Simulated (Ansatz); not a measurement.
Electronic dielectric constant ε∞ of some main-group oxides

Method: r²SCAN in Ansatz (plane waves, PAW). References are measured values at room or unstated temperature, uncorrected unless marked, so that the deviations hold thermal and zero-point effects besides the level's error.

```tsv
solid	reference	r²SCAN	deviation (%)
corundum Ga₂O₃ (metastable phase)	3.83	4.00	+4.4
rutile SnO₂	4.06	4.12	+1.5
rock-salt CaO	3.3	3.52	+6.7
α-quartz (SiO2)	2.36	2.38	+0.8
rock-salt MgO	2.96¶	3.00	+1.4
stishovite (SiO2)	3.27	3.26	-0.3
wurtzite ZnO	3.74	4.37	+16.8
```

Over these 7 solids the mean deviation is +4.5 %, the mean absolute deviation 4.6 % (median 1.5 %), and the worst case wurtzite ZnO at +16.8 %; the value is too high in 6 of 7 cases.

Spin–orbit coupling is left out, also for the solids with elements from indium on (rutile SnO2); its size isn't shown.

¶ marks references of a special kind: rock-salt MgO, 2.96 (measured, 296 K, copied from a table, unchecked, long-wavelength limit of the electronic terms of a dispersion formula fitted to measured refractive indices over 0.36-5.4 um; lattice terms left out; as tabulated in doi:10.6028/jres.049.025 ).

Differences are worked out from the printed values.

Each level is taken at its own relaxed cell. Ansatz's density-functional and Hartree–Fock values are scalar-relativistic unless marked +SOC, with PAW data made under PBE.

Ansatz's runs of these crystals have no spin polarisation.

Not in this set, of the main-group oxides with a reference value in our tables and a result at some level: 1 for another kind of cell or another program; 1 for no value at r²SCAN (not run, a failed fit, an unstable or unbound cell, or a value held back for tests). These can be a level's best or worst cases. At least 1 more with a reference value is held back for tests. Solids without a released value at any level aren't counted. Layered and molecular crystals are counted apart.

References as tabulated in Chen et al. (2018), doi:10.1103/physrevmaterials.2.073803; Stokey et al. (2021), arXiv:2108.12058; He and Franchini (2017), arXiv:1706.08159; doi:10.6028/jres.049.025  and others.

Ansatz is a first-principles code.
